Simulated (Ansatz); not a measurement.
Species: C₂H, charge -1, singlet. C2H- (SMILES [C-]#C).
B3LYP-D3(BJ)/def2-TZVP minimum from Ansatz (an electronic-structure program):
```
C
C 1 1.2385
H 1 1.0683 2 180.00
```
Charge -1, spin multiplicity 1.

Total energies in aug-cc-pVTZ, 10 correlated electrons, 2 frozen orbitals. UHF or UKS for unpaired electrons; spin-orbit terms are left out. Cores are frozen in correlated methods. No relativity.

```json
[
 {"method": "HF", "program": "Ansatz", "energy (Eh)": "-76.23399", "minus CCSDT(Q) (mEh)": "347.71"},
 {"method": "MP2", "program": "Ansatz", "energy (Eh)": "-76.55334", "minus CCSDT(Q) (mEh)": "28.36"},
 {"method": "CCSD", "program": "Ansatz", "energy (Eh)": "-76.56049", "minus CCSDT(Q) (mEh)": "21.21"},
 {"method": "CCSD(T)", "program": "Ansatz", "energy (Eh)": "-76.58027", "minus CCSDT(Q) (mEh)": "1.43"},
 {"method": "CCSDT(Q)", "program": "Ansatz", "energy (Eh)": "-76.58170", "minus CCSDT(Q) (mEh)": "0.00"}
]
```

Rough core times of Ansatz's runs on a shared machine: CCSD(T) under 20 s, CCSDT(Q) 4 min.
